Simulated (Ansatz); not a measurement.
```xyz
9

C    -0.872    0.600    0.158
C     0.155   -0.429   -0.278
C     1.561   -0.062    0.120
O     2.443   -0.763    0.455
H    -0.630    1.586   -0.242
H    -1.866    0.320   -0.196
H    -0.913    0.680    1.245
H    -0.064   -1.431    0.111
H     0.185   -0.500   -1.371
```

Charge 0, multiplicity 2.

(1) List the ωB97M-V/def2-TZVPP orbital energies in eV (the Gaussian-basis code of Ansatz). (Estimate.)

## Answers

(1) Computed: α occupied: -527.24, -283.92, -282.39, -281.65, -33.31, -25.22, -21.41, -17.97, -16.18, -16.06, -15.22, -14.22, -13.34, -13.17, -12.56, -7.78. α empty: 1.67, 2.84, 3.62, 4.13, 4.49, 5.17, 5.64, 6.07. β occupied: -527.02, -283.67, -282.30, -281.65, -32.88, -25.04, -21.23, -17.43, -15.97, -15.68, -14.55, -13.87, -13.18, -12.80, -12.26. β empty: 0.40, 2.03, 3.05, 3.61, 4.10, 4.48, 5.18, 5.71. ⟨S²⟩ = 0.752.
